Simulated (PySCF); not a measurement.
**Reading a saddle point**

A first-order saddle point of MgNH4Cl, closed shell, PBE0-D4/def2-TZVP, with one imaginary mode of 1051i cm⁻¹:

```tsv
atom	x (Å)	y (Å)	z (Å)
Mg1	-0.8032	0.3226	-0.5741
N2	0.8974	-0.4609	0.0853
Cl3	-2.2802	0.8222	-2.1114
H4	0.0664	0.1627	1.0786
H5	-0.7443	0.6414	1.3365
H6	1.0548	-1.4529	0.2214
H7	1.8091	-0.0350	-0.0361
```

Computed with PySCF 2.14 with density fitting (its default auxiliary sets; JK sets also for MP2 and CCSD(T)) (basis: def2-TZVPP and def2-QZVPP); correlated methods freeze the cores. The outer core shell of Li, Na, Mg and K is correlated. The def2 sets are not built for correlating such inner shells, so the correlated values are less sure here. Extrapolation: Hartree–Fock as exp(−7.88 √X), correlation as X^−2.97.

**Question.** Which contacts change along the imaginary mode, and what lies on either side? (A judgement: the text doesn't fix the answer.)

**Answer.** Computed: The step is MgNH₂Cl ([NH2][Mg][Cl]) + H₂ → MgHCl ([MgH][Cl]) + NH₃ (still joined by a long Mg–N bond), with the molecules in contact on both sides. Shortening one way: Mg1–H5, N2–H4; lengthening the same way: Mg1–N2, H4–H5.
```tsv
pair	one side (Å)	saddle (Å)	other side (Å)
Mg1–H5	2.30	1.94	1.71
N2–H4	2.85	1.44	1.01
Mg1–N2	1.88	1.99	2.18
H4–H5	0.75	0.98	3.37
```

**Question.** Which side is lower, and how far does the saddle lie above each? (Judge from chemistry; the value comes from the calculation.)

**Answer.** Computed: The side with Mg1–H5, N2–H4 short is lower by 0.513 eV; the saddle lies 1.178 eV above it and 0.666 eV above the other (CCSD(T) at an estimated basis limit (MP2 extrapolated from triple and quadruple zeta, plus CCSD(T) − MP2 in triple zeta); electronic energies).

The T1 diagnostic stays at or below 0.010. The end structure is not quite a true minimum (one mode of 54i cm⁻¹).

Labels in which every atom is bracketed show which atoms are joined, not bond orders.

For scale, one of the runs: CCSD(T)/def2-TZVPP, 161 basis functions, launched by `OMP_NUM_THREADS=4 python run.py`. Hardware: 4 CPU threads of a Oxide Virtual Turin-like, shared host. Wall time 110 s; peak host memory 1.6 GiB.
